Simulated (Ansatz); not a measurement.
Geometry optimisation, RHF/cc-pVDZ (Ansatz).

Input file:

```yaml
crystal:
  periodic: [false, false, false]
  atoms:
    - { symbol: B, position_ang: [0.040896, -0.218698, -0.072183] }
    - { symbol: H, position_ang: [-0.038308, -0.471107, 1.093982] }
    - { symbol: C, position_ang: [1.429367, -0.127326, -0.804581] }
    - { symbol: H, position_ang: [1.661145, -1.136907, -1.179494] }
    - { symbol: H, position_ang: [1.409963, 0.533627, -1.672943] }
    - { symbol: H, position_ang: [2.252215, 0.164165, -0.151508] }
    - { symbol: H, position_ang: [-0.995048, -0.131365, -0.678033] }
    - { symbol: S, position_ang: [-0.266944, 2.490231, 1.393578] }
    - { symbol: H, position_ang: [1.006211, 2.750236, 1.709828] }
    - { symbol: H, position_ang: [-0.234697, 1.212245, 1.883652] }
basis:
  gaussian: { orbitals: cc-pVDZ }
hamiltonian:
  xc: hf
relax:
  f_tol: 0.03
  max_steps: 50
output:
  orbitals: {}
```

Run as:

```bash
$ ansatz run input.yaml --threads 1 --pin off --max-ram 2048MiB --backend cpu --events-out ev --progress --plain --runs-dir out
```

Where does it end, and by what steps?

The forces met the threshold. The force dipped under the threshold on the way, but the program's further checks kept it going. After 28 steps the energy has fallen by 0.191 eV; H10 moved furthest, 1.19 Å.

| step | energy less start (eV) | largest force component (eV/Å) | accepted |
| --- | --- | --- | --- |
| 0 | 0.0000 | 1.061 | yes |
| 1 | -0.1143 | 0.347 | yes |
| 2 | -0.1464 | 0.279 | yes |
| 3 | -0.1597 | 0.316 | yes |
| 4 | -0.1708 | 0.076 | yes |
| 5 | -0.1608 | 0.844 | no |
| 6 | -0.1769 | 0.056 | yes |
| 7 | -0.1826 | 0.055 | yes |
| 8 | -0.1648 | 1.003 | no |
| 9 | -0.1839 | 0.170 | yes |
| 10 | -0.1864 | 0.017 | yes |
| 11 | -0.1870 | 0.042 | yes |
| 12 | -0.1872 | 0.044 | yes |
| 13 | -0.1875 | 0.057 | yes |
| 14 | -0.1877 | 0.057 | yes |
| 15 | -0.1879 | 0.092 | yes |
| 16 | -0.1880 | 0.085 | yes |
| 17 | -0.1858 | 0.371 | no |
| 18 | -0.1876 | 0.143 | no |
| 19 | -0.1884 | 0.025 | yes |
| 20 | -0.1887 | 0.066 | yes |
| 21 | -0.1889 | 0.119 | yes |
| 22 | -0.1892 | 0.060 | yes |
| 23 | -0.1895 | 0.012 | yes |
| 24 | -0.1896 | 0.133 | yes |
| 25 | -0.1887 | 0.249 | no |
| 26 | -0.1901 | 0.047 | yes |
| 27 | -0.1897 | 0.243 | no |
| 28 | -0.1906 | 0.028 | yes |

```xyz
10
Properties=species:S:1:pos:R:3
B 0.156 -0.392 -0.084
H 0.225 -0.849 1.028
C 1.452 -0.182 -0.951
H 1.618 -1.141 -1.467
H 1.347 0.577 -1.728
H 2.352 0.016 -0.365
H -0.937 -0.219 -0.555
S -0.064 2.609 1.309
H 1.016 2.518 2.096
H -0.901 2.128 2.238
```

Time of the run: 32 s on 1 thread of Arm Neoverse V2 (shared host), peak memory 0.14 GiB.
